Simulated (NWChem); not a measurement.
Everything below was run with NWChem. System: diphosphorus (P2), charge 0, spin multiplicity 1, at a geometry optimised with PBE0/def2-SVP. Level: real-time TD-PBE/6-31G* (spherical d).

Job file:

```
start mol
memory heap 200 mb stack 900 mb global 1100 mb
geometry "system" units angstroms nocenter noautoz noautosym
  P      0.000000     0.000000     0.945544
  P      0.000000     0.000000    -0.945544
end
set geometry "system"
basis spherical
  * library 6-31g*
end
dft
  xc xpbe96 cpbe96
  semidirect memsize 60000000 filesize 0
  iterations 100
  convergence energy 1e-10 density 1e-9 gradient 1e-8
  tolerances tight
end
task dft energy
rt_tddft
  tmax 150.0
  dt 0.2
  tag "kick"
  print dipole
  field "kick"
    type delta
    polarization z
    max 0.0001
  end
  excite "system" with "kick"
end
task dft rt_tddft
```

NWChem printed:

```
             Northwest Computational Chemistry Package (NWChem) 7.3.0
             --------------------------------------------------------

                                NWChem Input Module
                                -------------------

 Scaling coordinates for geometry "system" by  1.889725989
 (inverse scale =  0.529177249)

                              Geometry "system" -> ""
                              -----------------------

 Output coordinates in angstroms (scale by  1.889725989 to convert to a.u.)

  No.       Tag          Charge          X              Y              Z
 ---- ---------------- ---------- -------------- -------------- --------------
    1 P                   15.0000     0.00000000     0.00000000     0.94554400
    2 P                   15.0000     0.00000000     0.00000000    -0.94554400

 Effective nuclear repulsion energy (a.u.)      62.9610473045

            Nuclear Dipole moment (a.u.)
            ----------------------------
        X                 Y               Z
 ---------------- ---------------- ----------------
     0.0000000000     0.0000000000     0.0000000000


 Summary of "ao basis" -> "" (spherical)
 ------------------------------------------------------------------------------
       Tag                 Description            Shells   Functions and Types
 ---------------- ------------------------------  ------  ---------------------
 *                           6-31g*                   on all atoms

  pbe96 is a nonlocal functional; adding pw91lda local functional.

                                 NWChem DFT Module
                                 -----------------

 Summary of "ao basis" -> "ao basis" (spherical)
 ------------------------------------------------------------------------------
       Tag                 Description            Shells   Functions and Types
 ---------------- ------------------------------  ------  ---------------------
 P                           6-31g*                  8       18   4s3p1d

 Summary of "ao basis" -> "ao basis" (spherical)
 ------------------------------------------------------------------------------
[...]
        20        0.00        2.30369831E-01
        21        0.00        2.57758929E-01
        22        0.00        2.57758929E-01
        23        0.00        2.88393368E-01
        24        0.00        3.23680848E-01
        25        0.00        3.23680848E-01
        26        0.00        4.49878235E-01
        27        0.00        4.60317170E-01
        28        0.00        4.60317170E-01
        29        0.00        5.65348113E-01
        30        0.00        5.65348127E-01
        31        0.00        6.54835473E-01
        32        0.00        6.54835489E-01
        33        0.00        6.97252310E-01
        34        0.00        8.70564280E-01
        35        0.00        8.70564280E-01
        36        0.00        1.24976163E+00

  int2e_file: Failed to allocate cache ... halving

kick      0.00000        ### Propagation started ###
kick      0.00000        ### Checks passed ###
kick      0.00000   0.000000000000E+000   0.000000000000E+000   1.000000000000E-004     # Applied E-field [system] (alpha spin)
kick      0.00000   0.000000000000E+000   0.000000000000E+000   1.000000000000E-004     # Applied E-field [system] (beta spin)
kick      0.00000   6.296104730448E+001     # Enuc
kick      0.00000  -1.069090382144E+003     # Ecore
kick      0.00000   3.699070843833E+002     # Ecoul
kick      0.00000  -4.611576468848E+001     # Exc(1)
kick      0.00000   0.000000000000E+000     # Exc(2)
kick      0.00000  -6.823380151449E+002     # Etot
kick      0.00000   1.136868377216E-013     # Eadded
kick      0.00000   3.516494202922E-012  -3.872222194832E-012  -3.353796199090E-010     # Dipole moment [system]
kick      0.00000        ### Saved restart file ###
kick      0.00000   3.685940441756E-014     # Magnus interpol (matrix 1 of 1)
kick      0.00000                     2     # Magnus total interpolations
kick      0.20000   0.000000000000E+000   0.000000000000E+000   0.000000000000E+000     # Applied E-field [system] (alpha spin)
kick      0.20000   0.000000000000E+000   0.000000000000E+000   0.000000000000E+000     # Applied E-field [system] (beta spin)
kick      0.20000   6.296104730448E+001     # Enuc
kick      0.20000  -1.069090382144E+003     # Ecore
kick      0.20000   3.699070843836E+002     # Ecoul
kick      0.20000  -4.611576468851E+001     # Exc(1)
kick      0.20000   0.000000000000E+000     # Exc(2)
kick      0.20000  -6.823380151442E+002     # Etot
kick      0.20000   7.015614755801E-010     # Eadded
kick      0.20000   3.517941030044E-012  -3.873374038878E-012   1.134490136038E-005     # Dipole moment [system]
kick      0.20000   2.575717417130E-014     # Magnus interpol (matrix 1 of 1)
kick      0.20000                     2     # Magnus total interpolations
kick      0.40000   0.000000000000E+000   0.000000000000E+000   0.000000000000E+000     # Applied E-field [system] (alpha spin)
kick      0.40000   0.000000000000E+000   0.000000000000E+000   0.000000000000E+000     # Applied E-field [system] (beta spin)
kick      0.40000   6.296104730448E+001     # Enuc
...
kick     28.40000  -6.823380151249E+002     # Etot
kick     28.40000   2.001104348892E-008     # Eadded
kick     28.40000   3.544336532166E-012  -3.950138003620E-012  -1.541887599953E-004     # Dipole moment [system]
kick     28.40000   3.774758283726E-015     # Magnus interpol (matrix 1 of 1)
kick     28.40000                     2     # Magnus total interpolations
kick     28.60000   0.000000000000E+000   0.000000000000E+000   0.000000000000E+000     # Applied E-field [system] (alpha spin)
kick     28.60000   0.000000000000E+000   0.000000000000E+000   0.000000000000E+000     # Applied E-field [system] (beta spin)
kick     28.60000   6.296104730448E+001     # Enuc
kick     28.60000  -1.069090382115E+003     # Ecore
kick     28.60000   3.699070843732E+002     # Ecoul
kick     28.60000  -4.611576468718E+001     # Exc(1)
kick     28.60000   0.000000000000E+000     # Exc(
```
